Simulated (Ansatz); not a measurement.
A nudged elastic band was laid between two geometries of ClH₂SSi (5 atoms, charge 0, multiplicity 2).

Computed with Ansatz 0.2.0, UKS B3LYP-D4/STO-3G.

```json
{
  "movable images": "9",
  "climbing image": "yes",
  "spring": "5.0 eV/Å²",
  "optimiser": "quadratic models (default)",
  "start path": "IDPP",
  "force threshold": "0.05 eV/Å",
  "iteration limit": "60",
  "end points": "relaxed"
}
```

First end point:

```xyz
5
Properties=species:S:1:pos:R:3
S -1.476 0.178 -0.257
Si 0.659 0.116 -0.409
Cl 1.355 1.815 0.669
H -1.589 -1.165 -0.459
H 1.101 -1.016 0.414
```

Last end point:

```xyz
5
Properties=species:S:1:pos:R:3
S -1.282 -0.841 -0.056
Si 0.746 -0.239 -0.277
Cl 0.930 1.806 0.322
H -1.794 0.175 -0.804
H 1.450 -0.975 0.774
```

(1) What changes between the two ends?

(2) What energy profile does the band end with?

(3) What is the geometry of the highest image?

(4) What are the harmonic wavenumbers there?

Results:

(1) No bond is made or broken. The dihedral H4–S1–Si2–Cl3 goes from -156 to 54°.

(2) The run converged. The highest image is number 5 of 0 to 10, 0.124 eV above the first end and 0.210 eV above the last; the last end lies 0.086 eV below the first. A vibrational analysis at the climbing image gives one clearly imaginary mode, 281i cm⁻¹: a first-order saddle point. Limits of this set-up: minimal basis.

```json
{"image": "0", "path coordinate (Å)": "0.00", "energy (eV)": "0.000", "dihedral H4–S1–Si2–Cl3 (°)": "-156"}
{"image": "1", "path coordinate (Å)": "0.23", "energy (eV)": "0.010", "dihedral H4–S1–Si2–Cl3 (°)": "-170"}
{"image": "2", "path coordinate (Å)": "0.47", "energy (eV)": "0.036", "dihedral H4–S1–Si2–Cl3 (°)": "176"}
{"image": "3", "path coordinate (Å)": "0.70", "energy (eV)": "0.073", "dihedral H4–S1–Si2–Cl3 (°)": "161"}
{"image": "4", "path coordinate (Å)": "0.94", "energy (eV)": "0.108", "dihedral H4–S1–Si2–Cl3 (°)": "146"}
{"image": "5", "path coordinate (Å)": "1.17", "energy (eV)": "0.124", "dihedral H4–S1–Si2–Cl3 (°)": "131"}
{"image": "6", "path coordinate (Å)": "1.42", "energy (eV)": "0.101", "dihedral H4–S1–Si2–Cl3 (°)": "115"}
{"image": "7", "path coordinate (Å)": "1.66", "energy (eV)": "0.042", "dihedral H4–S1–Si2–Cl3 (°)": "99"}
{"image": "8", "path coordinate (Å)": "1.91", "energy (eV)": "-0.024", "dihedral H4–S1–Si2–Cl3 (°)": "84"}
{"image": "9", "path coordinate (Å)": "2.15", "energy (eV)": "-0.070", "dihedral H4–S1–Si2–Cl3 (°)": "68"}
{"image": "10", "path coordinate (Å)": "2.40", "energy (eV)": "-0.086", "dihedral H4–S1–Si2–Cl3 (°)": "54"}
```

(3) 
```xyz
5
Properties=species:S:1:pos:R:3
S -1.459 -0.194 0.202
Si 0.638 -0.112 -0.216
Cl 1.268 1.905 0.049
H -1.766 -0.882 -0.932
H 1.370 -0.790 0.856
```

(4) 281i, 185, 533, 606, 677, 868, 940, 2539, 2943 cm⁻¹.

The run took 87 s on 1 thread of Intel(R) Xeon(R) Platinum 8375C CPU @ 2.90GHz (Ice Lake) (shared host), peak memory 0.13 GiB.
